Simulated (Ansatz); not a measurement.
# One shape, several levels: NH3 (ammonia)

Wanted: a comparison of 6 runs (HF/3-21G, PBE/3-21G, UPBE0/3-21G, UPBE0/6-31G, wB97M-V/3-21G, CCSDTQ/6-31G) of NH3 (ammonia). 

The calculation is run with Ansatz 0.2.0.

68 further runs of the same task are left out: 68 set aside as unsound or not needed.

## 1. The system as given

The species is NH3 (4 atoms), meant as a singlet with charge 0. As SMILES, `N`. The H2–N1 distance was set to 2.025 Å, away from the relaxed value. At this shape a bond of the SMILES string is far longer than usual.

Bond lengths: N1–H3 1.013 Å, N1–H4 1.013 Å. Angles: H3–N1–H4 107.7°.

## 2. A single-point energy at HF/3-21G (run 1)

in.yaml reads:

```yaml
crystal:
  periodic: [false, false, false]
  atoms:
    - symbol: N
      position_ang: [-0.628275, 0.786154, -0.537288]
    - symbol: H
      position_ang: [0.491930, -0.300470, 0.753380]
    - symbol: H
      position_ang: [-1.452075, 0.242704, -0.763698]
    - symbol: H
      position_ang: [-0.091925, 0.901574, -1.388438]
basis:
  gaussian:
    orbitals: 3-21G.json
hamiltonian:
  xc: hf
accuracy: high
```

The basis set 3-21G is read from a file made from the Basis Set Exchange's data (not shown).

On the command line:

```sh
ansatz run in.yaml --threads 1 --pin off --max-ram 2610MiB --events-out events.jsonl --progress --plain --runs-dir runs
```

The log of the run:

```text
Warning: RAYON_NUM_THREADS=1 ignored (pool sized by the plan → 1); use --threads N
Functional definition: HF
  name "HF"
  exchange = exact_x
  correlation = 0
287 factors; integrals over basis functions are off by at most 5.2e-9 eV
mean field evaluation 1: about -1511.9814 eV, gradient 2.9e1 eV
mean field evaluation 2: about -1511.9792 eV, gradient 2.9e1 eV
mean field evaluation 4: about -1514.8212 eV, gradient 3.2e0 eV
mean field evaluation 8: about -1514.8641 eV, gradient 1.1e-1 eV
mean field evaluation 16: about -1514.8643 eV, gradient 1.5e-8 eV
mean field -1514.86428590 eV, -55.6702356949 hartree, gradient 1.5e-8 eV, S^2 0.000000; 0 other end points of the search recorded, 0 dependent functions left out
reference -1514.86428590 eV, -55.6702356949 hartree; 5, 5 occupied and 10, 10 virtual orbitals, 287 factors
Total energy: -1514.86428590 eV, -55.6702356949 hartree
```

It took 0.04 s on 1 thread of AMD EPYC 9R45 (Zen 5), shared host.

## 3. A single-point energy at PBE/3-21G (run 2)

Edit in.yaml of step 2 so:

```diff
@@ -15,3 +15,3 @@
 hamiltonian:
-  xc: hf
+  xc: {name: PBE}
 accuracy: high
```

The basis set 3-21G is read from a file made from the Basis Set Exchange's data (not shown).

On the command line:

```sh
ansatz run in.yaml --threads 1 --pin off --max-ram 2610MiB --events-out events.jsonl --progress --plain --runs-dir runs
```

The log of the run:

```text
Warning: RAYON_NUM_THREADS=1 ignored (pool sized by the plan → 1); use --threads N
Functional definition: PBE
  name "PBE"
  parameter kappa = 0.804
  parameter beta = 0.06672455060314922
  exchange = pbe_x(kappa = kappa, mu = beta*pi^2/3)
  correlation = pbe_c(beta = beta)
287 factors; integrals over basis functions are off by at most 5.2e-9 eV
mean field evaluation 1: about -1514.5187 eV, gradient 5.9e1 eV
mean field evaluation 2: about -1488.8139 eV, gradient 9.6e1 eV
mean field evaluation 4: about -1518.8251 eV, gradient 3.0e1 eV
mean field evaluation 8: about -1523.7575 eV, gradient 4.0e-1 eV
mean field evaluation 16: about -1523.7583 eV, gradient 2.5e-6 eV
mean field -1523.75825618 eV, -55.9970830741 hartree, gradient 6.1e-8 eV, S^2 0.000000; 0 other end points of the search recorded, 0 dependent functions left out
reference -1523.75825752 eV, -55.9970831234 hartree; 5, 5 occupied and 10, 10 virtual orbitals, 287 factors
Total energy: -1523.75825752 eV, -55.9970831234 hartree
```

Wall time 0.18 s (1 thread of AMD EPYC 9R45 (Zen 5), shared host).

Run 3 isn't shown in full; the table further down has it.

## 4. The energy at UPBE0/6-31G (run 4)

run.yaml reads:

```yaml
crystal:
  periodic: [false, false, false]
  atoms:
    - {symbol: N, position_ang: [-0.628275, 0.786154, -0.537288]}
    - {symbol: H, position_ang: [0.491930, -0.300470, 0.753380]}
    - {symbol: H, position_ang: [-1.452075, 0.242704, -0.763698]}
    - {symbol: H, position_ang: [-0.091925, 0.901574, -1.388438]}
basis:
  gaussian: {orbitals: 6-31G}
accuracy: high
hamiltonian: {xc: pbe0}
magnetization: {spin_polarized: true}
```

On the command line:

```sh
ansatz run run.yaml --threads 1 --pin off --max-ram 2610MiB --events-out events.jsonl --progress --plain --runs-dir runs
```

The log of the run:

```text
Warning: RAYON_NUM_THREADS=1 ignored (pool sized by the plan → 1); use --threads N
Functional definition: PBE0
  name "PBE0"
  parameter a = 0.25
[... 2 set-up lines as earlier in the session ...]
  exchange = (1 - a)*pbe_x(kappa = kappa, mu = beta*pi^2/3) + a*exact_x
[... 1 set-up line as earlier in the session ...]
349 factors; integrals over basis functions are off by at most 4.0e-9 eV
mean field evaluation 1: about -1522.9252 eV, gradient 3.9e1 eV
mean field evaluation 2: about -1504.4390 eV, gradient 6.1e1 eV
mean field evaluation 4: about -1531.0609 eV, gradient 8.6e0 eV
mean field evaluation 8: about -1531.6403 eV, gradient 2.4e-1 eV
mean field evaluation 16: about -1531.6408 eV, gradient 4.4e-7 eV
mean field evaluation 32: about -1529.5339 eV, gradient 2.3e1 eV
mean field -1532.02291672 eV, -56.3008037471 hartree, gradient 2.1e-8 eV, S^2 0.645844; 3 other end points of the search recorded, 0 dependent functions left out
reference -1532.02291815 eV, -56.3008037994 hartree; 5, 5 occupied and 10, 10 virtual orbitals, 349 factors
Total energy: -1532.02291815 eV, -56.3008037994 hartree
```

It took 0.66 s on 1 thread of AMD EPYC 9R45 (Zen 5), shared host.

Run 5 isn't shown in full; the table further down has it.

## 5. The energy at CCSDTQ/6-31G (run 6)

in.yaml reads:

```yaml
crystal:
  periodic: [false, false, false]
  atoms:
    - {symbol: N, position_ang: [-0.628275, 0.786154, -0.537288]}
    - {symbol: H, position_ang: [0.491930, -0.300470, 0.753380]}
    - {symbol: H, position_ang: [-1.452075, 0.242704, -0.763698]}
    - {symbol: H, position_ang: [-0.091925, 0.901574, -1.388438]}
basis:
  gaussian:
    orbitals: 6-31G
magnetization:
  spin_polarized: false
correlation:
  method: ccsdtq
  frozen_orbitals: {H: 0, "N": 1}
accuracy: high
scf:
  omitted_lower_state_checks: [cluster_reference, increment]
```

On the command line:

```sh
ansatz run in.yaml --threads 1 --pin off --max-ram 2610MiB --events-out events.jsonl --progress --plain --runs-dir runs
```

The log of the run:

```text
Warning: RAYON_NUM_THREADS=1 ignored (pool sized by the plan → 1); use --threads N
[... 11 lines left out ...]
1 core orbitals not correlated: weight in the atoms' cores, before any rotation towards them, 1.000 or more for the frozen orbitals, at most 0.000 for the correlated occupied ones
[... 31 lines left out ...]
WARN: these amplitudes may be one of several solutions (largest doubles amplitude 0.42, level shift 0.68 eV)
Total energy: -1528.08646777 eV, -56.1561419162 hartree
Checks for a lower state left out: cluster_reference, increment
```

Wall time 1.5 s (1 thread of AMD EPYC 9R45 (Zen 5), shared host).

## 6. Overview of the runs

| run | level | frozen core orbitals | energy (Eh) | wall time |
| --- | --- | --- | --- | --- |
| 1 | HF/3-21G | – | -55.670236 | 0.04 s |
| 2 | PBE/3-21G | – | -55.997083 | 0.18 s |
| 3 | UPBE0/3-21G | – | -56.004050 | 0.64 s |
| 4 | UPBE0/6-31G | – | -56.300804 | 0.66 s |
| 5 | wB97M-V/3-21G | – | -56.020669 | 1.9 s |
| 6 | CCSDTQ/6-31G | 1 | -56.156142 | 1.5 s |

## 7. What came out

```
                                         quantity         value
                              run 6: total energy  -56.15614 Eh
run 6: correlation energy (1 core orbital frozen)    -193.2 mEh
                             run 6: T1 diagnostic         0.034
```

Totals of different functionals can't be ranked against each other. In run 6 the log says that unrestricted orbitals would lower the reference, so the values rest on an unstable closed-shell determinant (other closed-shell runs at this shape may share the fault). In runs 1, 2, 5 a closed-shell determinant meets a far-stretched bond, which it describes badly. Spin contamination of the reference: run 3 ⟨S²⟩ = 0.66, run 4 ⟨S²⟩ = 0.65. Where it is this large, the reference is a mixture of spin states, and values that rest on it are in doubt. All runs together took 4.9 s, the longest 1.9 s.
